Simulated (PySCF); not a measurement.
# The bond of HCl+, level by level

Aim: find the lowest electronic state of HCl+, scan its bond at several levels of theory, and get bond length, wavenumber and dissociation energy from each curve.

Program: PySCF 2.14.0. Level of theory: H aug-pcseg-1, Cl aug-pcseg-1, no relativity. These are calculated values, not measurements.

**1. Input**

A driver script around PySCF takes these settings:

- atoms: H, Cl
- charge: 1
- basis: H aug-pcseg-1, Cl aug-pcseg-1
- Hamiltonian: no relativity
- basis functions: 36
- electrons treated: 17
- masses in u: 1.0078, 34.9689
- levels: PBE0, PBE, r²SCAN, BLYP, PBEsol, BP86, HF, MP2, SCS-MP2, CCSD, CCSD(T)
- grid: 80 radial by 434 angular points
- occupations: held fixed by the projection of orbital angular momentum
- dissociation limit: H + Cl+, each in its ground configuration
- starting distance in angstrom: 1.390
- values of 2S to try: 1, 3

The run is started by

```bash
$ OMP_NUM_THREADS=1 python dia.py task.json out
```

Further steps of the session: The PBE0 curve of the state that the search chose; Other states along the same grid; PBE; r²SCAN; BLYP (GGA); PBEsol (GGA); BP86 (GGA); UHF; Correlated methods on the Hartree–Fock reference.

What does the calculation give? Wanted: for each run, Re; ωe; De; μ.

The runs gave:

Lowest PBE0 solution found, without spin–orbit coupling: ²Π (doublet), unpaired electrons π ↑. The other levels ran on it alone.

| level | Re (Å) | ωe (cm⁻¹) | De (eV) | μ (D) |
| --- | --- | --- | --- | --- |
| UHF | 1.313 | 2837 | 3.52 | -1.81 |
| UHF-MP2 | 1.322 | 2749 | 4.35 | n/a |
| UHF-SCS-MP2 | 1.323 | 2747 | 4.38 | n/a |
| UHF-CCSD | 1.326 | 2716 | 4.38 | n/a |
| UHF-CCSD(T) | 1.327 | 2702 | 4.41 | n/a |
| PBE | 1.348 | 2564 | 4.83 | -1.80 |
| PBEsol | 1.350 | 2557 | 5.04 | -1.84 |
| BLYP | 1.353 | 2513 | 4.77 | -1.79 |
| BP86 | 1.349 | 2553 | 4.97 | -1.80 |
| r²SCAN | 1.334 | 2651 | 4.86 | -1.80 |
| PBE0 | 1.334 | 2671 | 4.75 | -1.81 |

De is counted to H + Cl+ in their ground configurations. A positive dipole points from H to Cl; in an ion it is taken about the centre of mass and does not tell which atom is negative.

Differences from CCSD(T) in the same basis:

| level | Re (mÅ) | ωe (%) |
| --- | --- | --- |
| UHF | -14 | +5.0 |
| UHF-MP2 | -5 | +1.8 |
| UHF-SCS-MP2 | -4 | +1.7 |
| UHF-CCSD | -1 | +0.5 |
| PBE | +21 | -5.1 |
| PBEsol | +23 | -5.4 |
| BLYP | +26 | -7.0 |
| BP86 | +22 | -5.5 |
| r²SCAN | +7 | -1.9 |
| PBE0 | +6 | -1.1 |

In words: Against CCSD(T) in the same basis, the bond length is nearest at UHF-CCSD (-1 mÅ) and farthest at BLYP (+26 mÅ); the wavenumber is nearest at UHF-CCSD (+0.5 %) and farthest at BLYP (-7.0 %). Hartree–Fock falls on the short and stiff side, its usual fault. PBE gives a bond that is too long and too soft, as GGAs tend to. CCSD(T) in a basis this small is itself some way from its limit, more so than the functionals. Among the levels with a De in the table, it runs from 3.52 eV (UHF) to 5.04 eV (PBEsol).

Correlated steps freeze 5 core orbitals.
